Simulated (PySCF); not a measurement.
BH2Cl.
Atom-mapped SMILES: `[BH2:1][Cl:2]` (hydrogens: H3, H4 on B1)

Cartesian coordinates in Å at the PBE0-D3(BJ)/def2-SVP level; atoms count from 1:
```
atom  x, y, z in Å
B1    -0.121   -0.011   -0.206
Cl2    1.578   -0.120   -0.561
H3    -0.735    0.923   -0.650
H4    -0.618   -0.874    0.469
```

Method used: core-valence-separated Tamm–Dancoff BHandHLYP/aug-pcX-1 (pcseg-1 on H, def2-SVPD on Cl) in PySCF, non-relativistic, gas phase, PBE0-D3(BJ)/def2-SVP geometry.

Computed boron K-edge spectrum, Gaussian lines of 0.3 eV full width, highest printed point 100; it ends one width below the last computed root. No shift to experiment was applied.

```tsv
photon energy (eV)	absorption
186.2	14
186.4	100
186.6	61
186.8	3
187.0	0
187.2	0
187.4	0
187.6	0
187.8	0
188.0	0
188.2	0
188.4	0
188.6	0
188.8	0
189.0	0
189.2	0
189.4	0
189.6	0
189.8	0
190.0	0
190.2	0
190.4	0
190.6	0
190.8	0
191.0	0
191.2	0
191.4	0
191.6	0
191.8	0
192.0	2
192.2	28
192.4	29
192.6	3
192.8	12
193.0	32
193.2	8
193.4	7
193.6	15
193.8	40
194.0	15
194.2	1
194.4	0
194.6	0
194.8	0
```

**Question.** Assign the maxima to core holes.

**Answer.** 4 maxima:
- 186.5 eV: B1 (three-coordinate boron), 186.46 eV, f = 0.093, 100 % of the height at the exact maximum
- 192.3 eV: B1 (three-coordinate boron), 192.30 eV, f = 0.033, 100 % of the height at the exact maximum
- 193.0 eV: B1 (three-coordinate boron), 192.98 eV, f = 0.027, 100 % of the height at the exact maximum
- 193.8 eV: B1 (three-coordinate boron), 193.82 eV, f = 0.033, 99 % of the height at the exact maximum

Roots within 0.03 eV on the same or equivalent atoms count as one line; shares under 12 % aren't listed.

Vibrational structure and lifetime widths aren't in the curve. The ionisation threshold wasn't computed; near and above it a finite basis only mimics Rydberg series and continuum.
